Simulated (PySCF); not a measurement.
SiS⁻ from Hartree–Fock to correlated methods

State: ²Π (doublet), unpaired electrons π ↑. Set-up: PySCF, spin-free X2C with a Gaussian nucleus, basis sets Si aug-cc-pVDZ-DK, S aug-cc-pVDZ-DK. De refers to Si + S⁻ in their high-spin ground configurations, without counterpoise correction. The functionals are run spin-unrestricted. A positive dipole points towards S; it is taken about the centre of mass and depends on that origin. Levels whose curve was spin-contaminated or gave no clean fit are not listed.

```
      Level  Re (Å)  ωe (cm⁻¹)  De (eV)  μ (D)
        UHF   2.045        627      n/a   0.07
    UHF-MP2   2.066        599      n/a    n/a
UHF-SCS-MP2   2.067        597      n/a    n/a
   UHF-CCSD   2.067        595      n/a    n/a
        PBE   2.071        576     4.76   1.03
       PW91   2.071        575     4.76   0.97
       BP86   2.074        571     4.70   1.04
     r²SCAN   2.057        597     4.66   0.97
      B3LYP   2.064        585     4.38   0.71
       PBE0   2.051        608     4.58   0.76
  CAM-B3LYP   2.046        613     4.29   0.48
```

Correlated steps freeze 10 core orbitals. For an ion De counts to the pair picked by the measured ionisation energies or electron affinities, which need not be the lowest pair at this level. The highest Kohn–Sham level is positive in this anion. Much of that is self-interaction error, but it also means that the finite basis helps to hold the extra electron. The state is the lowest determinant that a PBE0 search found; another state may lie lower at other levels.
